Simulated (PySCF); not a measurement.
Partial charges of acrylonitrile

Compound: acrylonitrile, C3H3N.
Structure used (PBE0-D3(BJ)/def2-TZVP), in Å, numbered top down from 1:
```xyz
7
C3H3N angstrom
C     -0.0946    0.9120   -0.5115
C      0.3635   -0.2859   -0.1626
C     -0.2116   -1.0534    0.8894
N     -0.6614   -1.6926    1.7355
H     -0.9383    1.3654   -0.0059
H      0.3697    1.4661   -1.3175
H      1.2089   -0.7389   -0.6700
```

Density: PBE0/pcSseg-2 (PySCF); schemes: Mulliken, IAO, Hirshfeld and ESP-fitted. Geometry: PBE0-D3(BJ)/def2-TZVP; no solvent, vibrations or thermal averaging.

Task: Which atoms carry the highest charge in the Mulliken, IAO, Hirshfeld and ESP-fitted schemes?

Result: The schemes don't all agree: Mulliken H5 (+0.082); IAO H7 (+0.188); Hirshfeld C3 (+0.079); ESP-fitted C3 (+0.431).

Task: For which atoms does the sign change between the 4 schemes (beyond +0.03 e in one, beyond −0.03 e in another)?

Result: For none.

Task: At which atom do the 4 schemes differ most?

Result: At C3: from +0.045 (Mulliken) to +0.431 e (ESP-fitted), 0.386 e apart.

Task: What partial charge does each atom carry?

Result: In e:

```
atom           environment  Mulliken     IAO  Hirshfeld  ESP-fitted
  C1  terminal =CH2 carbon    -0.053  -0.256     -0.051      -0.319
  C2      alkene CH carbon    -0.084  -0.187     -0.025      -0.222
  C3        nitrile carbon    +0.045  +0.143     +0.079      +0.431
  N4      nitrile nitrogen    -0.141  -0.238     -0.218      -0.466
  H5      vinylic hydrogen    +0.082  +0.176     +0.070      +0.202
  H6      vinylic hydrogen    +0.079  +0.174     +0.069      +0.187
  H7      vinylic hydrogen    +0.072  +0.188     +0.077      +0.188
```

Mean size of the charges over all atoms: ESP-fitted 0.288 e, IAO 0.195 e, Hirshfeld 0.084 e, Mulliken 0.079 e. Each set sums to the total charge, 0, to within 0.001 e. The Mulliken scheme gives each basis function's population to the atom it is centred on and halves the overlap population of two atoms between them.

Task: How many electrons does the Hirshfeld scheme count on C3?

Result: Z − q = 6 − (+0.079) = 5.921.

Task: Sum the charges by element, for elements with more than one atom.

Result: 
| element | atoms | Mulliken | IAO | Hirshfeld | ESP-fitted |
| --- | --- | --- | --- | --- | --- |
| C | 3 | -0.092 | -0.301 | +0.003 | -0.110 |
| H | 3 | +0.233 | +0.538 | +0.216 | +0.576 |

These values come from a run that also computed NMR shieldings. Hardware: an Intel Xeon Platinum 8175M at 2.50 GHz with one thread (shared host). Cost: 20 s, 0.74 GiB resident at most.
